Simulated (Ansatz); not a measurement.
Results of PBEsol+SOC in Ansatz (PAW) for rhombohedral A7 Sb.

Run with plane-wave cutoff 520 eV, 16×16×16 k mesh, Fermi–Dirac smearing 0.05 eV, PAW data made under PBE.

Results at a series of volumes:

| V (Å³/atom) | E − E_lowest (meV/atom) |
|---|---|
| 28.670 | 6.81 |
| 29.267 | 1.63 |
| 29.865 | 0.00 |
| 30.462 | 1.46 |
| 31.059 | 5.58 |

**Question.** Fit the third-order Birch–Murnaghan equation and give B0 and B′.

**Answer.** V0 = 29.867 Å³/atom, B0 = 41.2 GPa, B′ = 6.2 (fit to the energies at full precision).

Shape and atoms are relaxed at each volume.

Measured, for comparison: bulk modulus 39.5 GPa (copied from a table, unchecked, extrapolated to 0 K and zero-point effects removed; as tabulated in Lejaeghere et al. (2013), arXiv:1204.2733). Computed (rounded) less measured: bulk modulus not scored (unchecked).

Note: the cell comes from a level without a dispersion term, which matters for the spacing of layers, chains or molecules; the bulk modulus comes from volumes at which shape and atoms were relaxed.

Ansatz is a program for electronic structure.
